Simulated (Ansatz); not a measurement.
Molecule: acetylene, C$_{2}$H$_{2}$ (charge 0, singlet). 
Geometry from a B3LYP-D3(BJ)/def2-TZVP (Ansatz, a quantum-chemistry and plane-wave program) optimisation:
```xyz
4

C      0.0000     0.0000    -0.5984
C      0.0000     0.0000     0.5984
H      0.0000     0.0000     1.6611
H      0.0000     0.0000    -1.6611
```

Basis-set convergence of Hartree-Fock and CCSD correlation energies (hartree) with Ansatz. Valence correlation only, unless marked. No spin-orbit coupling. No relativistic terms.

| basis | functions | E(HF) | E(corr, CCSD) |
|---|---|---|---|
| cc-pVDZ | 38 | -76.82598 | -0.27160 |
| cc-pVTZ | 88 | -76.84990 | -0.32121 |
| cc-pVQZ | 170 | -76.85493 | -0.33666 |

Extrapolating the two largest sets (X = 3 and 4) as X^-3: E(corr) = (64·(-0.33666) - 27·(-0.32121))/37 = -0.3479 Eh, an estimate of the basis-set limit. The largest set recovers 96.8 % of it, the smallest 78.1 %.
